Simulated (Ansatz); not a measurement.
# C3H7 (methylethyl): from total energies to a heat of formation

C3H7: 10 atoms, total charge 0, spin state doublet. SMILES: `C[CH]C`. Geometry: relaxed at PBE0-D4/def2-TZVP.

```xyz
10

C    -0.6708    0.7747   -0.7891
C     0.4220   -0.1500   -0.4099
C     0.4625   -0.7595    0.9392
H    -1.6524    0.3647   -0.5237
H    -0.6723    0.9936   -1.8586
H    -0.5934    1.7396   -0.2625
H     1.3014   -0.2114   -1.0410
H    -0.5107   -1.1809    1.2176
H     1.2088   -1.5529    1.0104
H     0.7049   -0.0180    1.7176
```

Total energies at UCAM-B3LYP/3-21G (Ansatz 0.2.0); the atoms run unrestricted:

```tsv
species	state	energy (Eh)
C3H7	doublet	-117.750721
C	triplet	-37.620061
H	doublet	-0.493766
```

Harmonic wavenumbers at UPBE0-D4/def2-TZVP, in cm⁻¹: 110, 118, 351, 393, 903, 934, 940, 1023, 1164, 1179, 1361, 1402, 1411, 1459, 1468, 1470, 1482, 2968, 2972, 3045, 3045, 3118, 3119, 3193.

Measured heats of formation of the gaseous atoms at 298.15 K, in kJ/mol: C 716.9, H 218.0. Take 1 Eh = 2625.50 kJ/mol, 1 cm⁻¹ = 0.0119627 kJ/mol, RT = 2.479 kJ/mol.

Problem. What heat of formation follows?

Solution. 
1. Electronic atomisation energy: 3 × (-37.620061) + 7 × (-0.493766) − (-117.750721) = 1.434176 Eh = 3765.4 kJ/mol.
2. Zero-point energy: half the sum of the wavenumbers, 19314 cm⁻¹ = 231.0 kJ/mol.
3. Thermal vibrational enthalpy, Σ hcν̃/(exp(hcν̃/kT) − 1): 6.2 kJ/mol. Translation, rotation and pV of a non-linear molecule: 4 RT = 9.9 kJ/mol.
4. The 10 free atoms carry 5/2 RT each: 62.0 kJ/mol.
5. Spin-orbit coupling lowers the free atoms by 3 × 0.02 = 0.1 kJ/mol.
6. Atomisation enthalpy at 298 K: 3765.4 − 0.1 − 231.0 − 6.2 − 9.9 + 62.0 = 3580.2 kJ/mol.
7. Sum of the atoms' heats of formation: 3676.7 kJ/mol. Heat of formation: 3676.7 − 3580.2 = +96.5 kJ/mol.

No measured value is set beside it here. Anharmonicity and any spin-orbit splitting of the molecule are left out.
